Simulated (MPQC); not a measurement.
# Cl2 (chlorine) at 6 levels

Aim: a comparison of 6 runs (HF/3-21G, HF/def2-SVP, HF/pcseg-2, B3LYP/6-31G*, USVWN1/pcseg-2, MP2/6-31G**) of Cl2 (chlorine). 

The calculation is run with MPQC 2.3.1.

## (1) The structure to begin with

Cl2 has 2 atoms, charge 0, and is taken as a singlet. SMILES: `ClCl`. The shape is that of a GFN2-xTB optimisation.

Bond lengths: Cl1–Cl2 2.016 Å.

## (2) Energy and forces at HF/3-21G (run 1)

File job.in:

```
% Cl2
molecule<Molecule>: (
    symmetry = c1
    unit = bohr
    { atoms geometry } = {
        Cl [ 1.62488101  -0.54104749   0.83310466 ]
        Cl [ -1.62488101   0.54104749  -0.83310466 ]
    }
)
basis<GaussianBasisSet>: (
    name = "3-21G"
    molecule = $:molecule
    basisdir = "."
    puream = yes
)
mpqc: (
    checkpoint = no
    savestate = no
    restart = no
    do_energy = yes
    do_gradient = yes
    optimize = no
    mole<CLHF>: (
        molecule = $:molecule
        basis = $:basis
        total_charge = 0
        memory = 1000000000
        print_evals = yes
        print_npa = yes
        maxiter = 120
        value_accuracy = 1e-08
        guess_wavefunction<ExtendedHuckelWfn>: (
            molecule = $:molecule
            total_charge = 0
            multiplicity = 1
            basis<GaussianBasisSet>: (
                name = "STO-3G"
                molecule = $:molecule
            )
        )
    )
)
```

The basis set 3-21G is read from a file made from the Basis Set Exchange's data (not shown).

On the command line:

```bash
$ mpqc job.in > job.out
```

The log of the run:

```text
MPQC: Massively Parallel Quantum Chemistry
[...]
  CLSCF::init: total charge = 0
[...]
  nbasis = 26
[...]
  iter     1 energy = -909.3776642359 delta = 4.03458e-01
[...]
  LUMO is    18   A =   0.007688
  total scf energy = -914.5319170972
[...]
Value of the MolecularEnergy: -914.5319170972
  Gradient of the MolecularEnergy:
      1   -0.0679108364
      2    0.0226127251
      3   -0.0348190630
      4    0.0679108364
      5   -0.0226127251
      6    0.0348190630
  Function Parameters:
    value_accuracy    = 4.495482e-09 (1.000000e-08) (computed)
    gradient_accuracy = 4.495482e-07 (1.000000e-06) (computed)
    hessian_accuracy  = 0.000000e+00 (1.000000e-04)
[...]
      symmetry = c1
[...]
```

It took 0.14 s on 1 thread of Arm Neoverse V2, shared host.

## (3) Energy and forces at HF/def2-SVP (run 2)

File job.in:

```
% emacs should use -*- KeyVal -*- mode
molecule<Molecule>: (
    symmetry = c1
    unit = angstrom
    { atoms geometry } = {
        Cl [ 0.859850      -0.286310       0.440860 ]
        Cl [ -0.859850       0.286310      -0.440860 ]
    }
)
basis<GaussianBasisSet>: (
    name = "def2-SVP"
    molecule = $:molecule
    basisdir = "."
    puream = yes
)
mpqc: (
    checkpoint = no
    savestate = no
    restart = no
    do_energy = yes
    do_gradient = yes
    optimize = no
    mole<CLHF>: (
        molecule = $:molecule
        basis = $:basis
        total_charge = 0
        memory = 1000000000
        print_evals = yes
        print_npa = yes
        maxiter = 120
        value_accuracy = 1e-08
        guess_wavefunction<CLHF>: (
            molecule = $:molecule
            total_charge = 0
            memory = 1000000000
            value_accuracy = 1e-3
            basis<GaussianBasisSet>: (
                name = "STO-3G"
                molecule = $:molecule
            )
        )
    )
)
```

The basis set def2-SVP is read from a file made from the Basis Set Exchange's data (not shown).

On the command line:

```bash
$ mpqc job.in > job.out
```

The log of the run:

```text
MPQC: Massively Parallel Quantum Chemistry
[...]
  LUMO is    18   A =   0.044505
  total scf energy = -918.6590570769
[...]
Value of the MolecularEnergy: -918.6590570769
  Gradient of the MolecularEnergy:
      1   -0.0012374174
      2    0.0004120311
      3   -0.0006344454
      4    0.0012374174
      5   -0.0004120311
      6    0.0006344454
  Function Parameters:
    value_accuracy    = 1.507306e-09 (1.000000e-08) (computed)
    gradient_accuracy = 1.507306e-07 (1.000000e-06) (computed)
    hessian_accuracy  = 0.000000e+00 (1.000000e-04)
[...]
      symmetry = c1
[...]
```

Run time: 0.34 s. Hardware: 1 thread of Arm Neoverse V2, shared host.

Runs 3 to 4 aren't shown in full; the table further down has their settings and results.

## (4) A single-point energy at USVWN1/pcseg-2 (run 5)

File input.in:

```
molecule<Molecule>: (
   symmetry = c1
   unit = bohr
   { atoms geometry } = {
      Cl [ 1.62488101    -0.54104749     0.83310466 ]
      Cl [ -1.62488101     0.54104749    -0.83310466 ]
   }
)
basis<GaussianBasisSet>: (
   name = "pcseg-2"
   molecule = $:molecule
   basisdir = "."
   puream = yes
)
mpqc: (
   checkpoint = no
   savestate = no
   restart = no
   do_energy = yes
   do_gradient = no
   optimize = no
   mole<UKS>: (
      molecule = $:molecule
      basis = $:basis
      total_charge = 0
      multiplicity = 1
      memory = 1000000000
      print_evals = yes
      print_npa = yes
      maxiter = 60
      functional<StdDenFunctional>: ( name = "SVWN1" )
      integrator<RadialAngularIntegrator>: ( grid = coarse )
      guess_wavefunction<UHF>: (
         molecule = $:molecule
         total_charge = 0
         multiplicity = 1
         memory = 1000000000
         value_accuracy = 1e-3
         basis<GaussianBasisSet>: (
            name = "MINI (Huzinaga)"
            molecule = $:molecule
         )
      )
   )
)
```

The basis set pcseg-2 is read from a file made from the Basis Set Exchange's data (not shown).

On the command line:

```bash
$ mpqc -o input.out input.in
```

The log of the run:

```text
MPQC: Massively Parallel Quantum Chemistry
[...]
  Integrated electron density error = 0.000474948556
  iter     1 energy = -916.7965164742 delta = 1.53352e-01
  Integrated electron density error = 0.000453462452
  iter     2 energy = -917.4353325960 delta = 1.19831e-02
[...]
  Integrated electron density error = -0.000001029528
  iter     6 energy = -917.4538174946 delta = 2.41113e-04
  Integrated electron density error = -0.000001036953
  iter     7 energy = -917.4538178664 delta = 2.57757e-05
  Integrated electron density error = -0.000001038799
  iter     8 energy = -917.4538178817 delta = 6.67007e-06
  Integrated electron density error = -0.000001038129
  iter     9 energy = -917.4538178896 delta = 2.05650e-06
[...]
  <S^2>      = -0.000000
  total scf energy = -917.4538178896
Value of the MolecularEnergy: -917.4538178896
[...]
        symmetry = c1
[...]
        nbasis = 68
[...]
      nalpha = 17
      nbeta = 17
[...]
```

Run time: 2.5 s. Hardware: 1 thread of Arm Neoverse V2, shared host; peak memory 0.24 GiB.

## (5) Energy and forces at MP2/6-31G(d,p) (spherical functions) (run 6)

File job.in:

```
molecule<Molecule>: (
  symmetry = c1
  unit = angstrom
  { atoms geometry } = {
    Cl [ 0.859850    -0.286310     0.440860 ]
    Cl [ -0.859850     0.286310    -0.440860 ]
  }
)
basis<GaussianBasisSet>: (
  name = "6-31G**"
  molecule = $:molecule
  basisdir = "."
  puream = yes
)
mpqc: (
  checkpoint = no
  savestate = no
  restart = no
  do_energy = yes
  do_gradient = yes
  optimize = no
  mole<MBPT2>: (
    molecule = $:molecule
    basis = $:basis
    memory = 1000000000
    method = mp
    nfzc = 10
    reference<CLHF>: (
      molecule = $:molecule
      basis = $:basis
      total_charge = 0
      memory = 1000000000
      print_evals = yes
      maxiter = 120
      value_accuracy = 1e-08
      guess_wavefunction<ExtendedHuckelWfn>: (
        molecule = $:molecule
        total_charge = 0
        multiplicity = 1
        basis<GaussianBasisSet>: (
          name = "STO-3G"
          molecule = $:molecule
        )
      )
    )
  )
)
```

The basis set 6-31G** is read from a file made from the Basis Set Exchange's data (not shown).

On the command line:

```bash
$ mpqc job.in > job.out
```

The log of the run:

```text
MPQC: Massively Parallel Quantum Chemistry
[...]
  CLSCF::init: total charge = 0
[...]
  nbasis = 36
[...]
  iter     1 energy = -913.6742681163 delta = 3.09561e-01
[...]
  LUMO is    18   A =   0.024610
  total scf energy = -918.9090820459
[...]
  MP2 correlation energy [au]:         -0.255217705200
  MP2 energy [au]:                   -919.164299751097
[...]
Value of the MolecularEnergy: -919.1642997511
  Gradient of the MolecularEnergy:
      1   -0.0008215626
      2    0.0002735612
      3   -0.0004212294
      4    0.0008215626
      5   -0.0002735612
      6    0.0004212294
[...]
        symmetry = c1
[...]
```

It took 1.5 s on 1 thread of Arm Neoverse V2, shared host.

## (6) Overview of the runs

```
run                               level   starting guess  integration grid  energy (Eh)  HOMO energy (eV)  LUMO energy (eV)  HOMO–LUMO gap (eV)  wall time
  1                            HF/3-21G    huckel STO-3G                 –  -914.531917            -12.57              0.21               12.78     0.14 s
  2                         HF/def2-SVP           STO-3G                 –  -918.659057            -12.07              1.21               13.28     0.34 s
  3                          HF/pcseg-2    huckel STO-3G                 –  -918.983926            -12.18              0.83               13.01      3.9 s
  4  B3LYP/6-31G* (spherical functions)  MINI (Huzinaga)             xfine  -920.342661             -8.48             -3.64                4.83      3.3 s
  5                      USVWN1/pcseg-2  MINI (Huzinaga)            coarse  -917.453818                 –                 –                   –      2.5 s
  6   MP2/6-31G** (spherical functions)    huckel STO-3G                 –  -919.164300            -12.27              0.67               12.94      1.5 s
```

## (7) Summary of results

```
                                           quantity          value
                                run 6: total energy  -919.16430 Eh
         run 6: HOMO energy (Hartree–Fock orbitals)      -12.27 eV
         run 6: LUMO energy (Hartree–Fock orbitals)        0.67 eV
       run 6: HOMO–LUMO gap (Hartree–Fock orbitals)       12.94 eV
run 6: correlation energy (10 core orbitals frozen)     -255.2 mEh
                    run 6: largest force on an atom     0.050 eV/Å
```

What this shows: Over runs 1, 2, 3, 4 the HOMO–LUMO gap runs from 4.83 eV (B3LYP/6-31G*) to 13.28 eV (HF/def2-SVP). The two ends differ in method and basis. Totals of different functionals can't be ranked against each other. All runs together took 12 s, the longest 3.9 s.
